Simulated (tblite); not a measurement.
C₃H₂NS (doublet state).
SMILES: `[c]1nccs1`

All values are computed: GFN2-xTB (tblite) harmonic vibrations without scaling, gas phase. Errors from tens to a few hundred cm⁻¹ against measured bands are possible. Open shells enter through the occupations alone, without spin polarisation, and single modes of such species can be off by tens of per cent.

**Question.** How many normal modes are there?

**Answer.** 7 atoms, non-linear: 3N − 6 = 15.

**Question.** What is the point group of the computed structure, and how do the modes divide by symmetry?

**Answer.** Cs. The vibrations span 11 a′ + 4 a″.

**Question.** How many distinct wavenumbers does the calculation give?

**Answer.** 15: Cs has no degenerate species.

**Question.** How many fundamentals are allowed in the infrared by symmetry?

**Answer.** 15 of 15: in Cs every mode is allowed. All fundamentals are allowed in the Raman spectrum.

**Question.** Zero-point energy?

**Answer.** ½Σν̃ = 9062 cm⁻¹ = 25.9 kcal/mol (15 modes); those above 1550 cm⁻¹ give 11.3 kcal/mol of it.

**Question.** What thermal excitation has the softest real mode at 77 K?

**Answer.** θ = hcν̃/k = 567 K for 393.9 cm⁻¹, so N1/N0 = 0.00064 and ⟨v⟩ = 1/(exp(θ/T) − 1) = 0.00064.
